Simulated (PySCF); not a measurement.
# F4P2 (diphosphorus tetrafluoride): the cost of one run

Programs: PySCF 2.14.0, with routines of our own; each step states its level. All values are computed. Atoms count from 0.

## 1. The system as given

6 atoms, charge 0, multiplicity 1; geometry from: GFN2-xTB.

## 2. Magnetic properties: GIAO wB97X-D/aug-pcSseg-1

Job settings and geometry (Å):

```
{"job": {"kind": "mag", "xc": "wB97X-D", "basis": "aug-pcSseg-1", "isotopologues": 2}, "charge": 0, "multiplicity": 1}
F     -1.491517    -0.349687    -1.336173
P     -0.895357    -0.679649     0.132937
F     -1.773021     0.459464     0.878257
P      0.894975     0.679775    -0.139320
F      1.496409     0.351706     1.327867
F      1.771633    -0.459619    -0.885142
```

Level: GIAO wB97X-D/aug-pcSseg-1 magnetisability, rotational g tensor and spin-rotation constants, non-relativistic, gas phase.

The run is started by

```bash
OMP_NUM_THREADS=1 python excited_run.py task.json out
```

One launch serves the whole session: the jobs run in the order shown.

Q: Estimate the wall time and peak memory of this first job on 1 thread of Arm Neoverse V2, shared host.

About 21 s, with a peak of 0.73 GiB.
